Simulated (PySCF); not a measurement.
**Potential energy of BF⁺ along the bond**

Set-up: B aug-pcseg-1, F aug-pcseg-1; no relativity (PySCF 2.14). Energies in eV from B⁺ + F in their ground configurations at the same level. State: ²Σ⁺ (doublet), unpaired electrons σ ↑.

| R (Å) | PBE | r²SCAN |
| --- | --- | --- |
| 1.054 | -4.008 | -4.124 |
| 1.103 | -4.888 | -4.977 |
| 1.151 | -5.396 | -5.458 |
| 1.188 | -5.593 | -5.634 |
| 1.225 | -5.669 | -5.688 |
| 1.262 | -5.649 | -5.648 |
| 1.311 | -5.510 | -5.482 |
| 1.372 | -5.209 | -5.149 |
| 1.446 | -4.731 | -4.634 |
| 1.544 | -3.998 | -3.854 |

**Question.** Put a parabola through the three lowest points of the PBE curve and estimate Re, k and ωe (reduced mass 6.97 u; 1 eV/Å² = 0.16022 mdyn/Å; ωe = 1302.8·√(k/μ) cm⁻¹).

**Answer.** Through R = 1.188, 1.225, 1.262 Å the second-order coefficient is 35.1 eV/Å², so Re ≈ 1.236 Å, k ≈ 11.2 mdyn/Å and ωe ≈ 1654 cm⁻¹. A polynomial fit of higher order to the unrounded PBE energies gives Re = 1.235 Å, k = 10.5 mdyn/Å, ωe = 1602 cm⁻¹; anharmonicity and rounding make the difference.

The higher-order fit for each curve: PBE: Re = 1.235 Å, ωe = 1602 cm⁻¹, De = 5.67 eV; r²SCAN: Re = 1.226 Å, ωe = 1646 cm⁻¹, De = 5.69 eV.

For an ion De counts to the pair picked by the measured ionisation energies or electron affinities, which need not be the lowest pair at this level. The state was picked by a PBE0 search and need not be the measured ground state.
